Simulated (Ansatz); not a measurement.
Energy needed to pull apart CH3ClSi (SMILES [SiH2]=CCl), singlet, into free ground-state atoms, from the structure below (displaced at random from a GFN2-xTB minimum); no zero-point or spin–orbit terms; open-shell atoms are treated unrestricted, in their ground-state multiplicity.

```
6
angstrom
Si -0.6015 0.0789 -0.6909
C 0.4998 0.0406 0.7275
Cl 0.8711 -1.3146 1.5492
H -1.3263 -0.8626 -0.9843
H -0.6870 1.3948 -1.4195
H 1.1013 0.8407 1.0892
```

Program: Ansatz 0.2.0. Basis: def2-TZVPP. Cores are frozen in the correlated methods.

| method | atomization energy (eV) |
| --- | --- |
| PBE-D4 | 18.18 |
| r2SCAN-D4 | 17.90 |
| PBE0-D4 | ? |
| r2SCANh-D4 | ? |
| BHLYP-D4 | 17.13 |
| wB97M-V | 17.79 |
| HF | 12.03 |
| MP2 | 17.49 |
| CCSD | 16.80 |
| CCSD(T) | 17.22 |

(1) What does r2SCANh-D4 give? (An estimate is asked for; the value comes from the calculation.)

(2) What does PBE0-D4 give? (An estimate is asked for; the value comes from the calculation.)

The T1 diagnostic stays at or below 0.015. The restricted Hartree–Fock reference is unstable towards an unrestricted one here.

Answers

(1) Computed: 17.75 eV, which is about 0.53 eV more than CCSD(T)/def2-TZVPP.

(2) By the calculation: 17.78 eV, which is about 0.57 eV more than CCSD(T)/def2-TZVPP.

In triple zeta the MP2 and coupled-cluster atomization energies are still short of their basis limit by a few kcal/mol a bond, whereas those of the functionals are nearly converged, so these differences are not deviations from converged CCSD(T).

For scale, one of the runs: CCSD(T)/def2-TZVPP forces, 157 basis functions (an equivalent command: `ansatz run in.yaml --threads 4`). Time: 49 s of wall clock on 4 CPU threads; the host was shared. Peak host memory: 1.9 GiB.
